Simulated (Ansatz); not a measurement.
# Structure relaxation of GaC

Method: DFT PBE, scalar-relativistic, plane waves, PAW in Ansatz 0.2.0. Cutoff 420 eV, Γ-centred k mesh, Gaussian smearing, no spin polarisation in the final step.

The start puts GaC on the caesium chloride structure type (Pm-3m, No. 221), with Ga in place of Cs, C in place of Cl, at a guessed volume.

```
Ga C
1.0
     2.95561    0.00000    0.00000
     0.00000    2.95561    0.00000
     0.00000    0.00000    2.95561
Ga C
1 1
Direct
  0.00000 0.00000 0.00000
  0.50000 0.50000 0.50000
```

Cell and atoms relax at zero pressure; the relaxation can't lower the symmetry of the start. After a coarse first stage the cell is made exact in the group found at 0.06 Å.

The zero of energy is the elements' standard structures at the same level; no fitted shifts are applied.

(1) What does it relax into?

(2) What are its volume, energy, density and gap?

## Answers

(1) It keeps Pm-3m (No. 221). The result has the caesium chloride structure. Conventional cell: a = 2.811 Å. Ga has 8 C at 2.43 Å and 6 Ga at 2.81 Å; around C lie 8 Ga at 2.43 Å and 6 C at 2.81 Å.

```cif
data_structure
_symmetry_space_group_name_H-M 'Pm-3m'
_symmetry_Int_Tables_number 221
_cell_length_a 2.8110
_cell_length_b 2.8110
_cell_length_c 2.8110
_cell_angle_alpha 90.000
_cell_angle_beta 90.000
_cell_angle_gamma 90.000
_cell_volume 22.21
loop_
_atom_site_label
_atom_site_type_symbol
_atom_site_symmetry_multiplicity
_atom_site_Wyckoff_symbol
_atom_site_fract_x
_atom_site_fract_y
_atom_site_fract_z
_atom_site_occupancy
Ga1 Ga 1 a 0.00000 0.00000 0.00000 1
C1 C 1 b 0.50000 0.50000 0.50000 1
```

(2) The volume per atom is 11.11 Å³ and the density is 6.11 g/cm³. The energy over the elements is 1.94 eV/atom and the gap on the 20×20×20 mesh is 0 eV (a metal).

The final run used a 20×20×20 mesh on its 2-atom cell and 0.10 eV smearing. For metals, differences of a few meV/atom aren't resolved. Symmetry constrained the relaxation, so the result can be a saddle point.

Cost: 3 runs of about 0.38 core-minutes in all, on Intel Xeon Platinum 8488C (Sapphire Rapids) (shared hosts).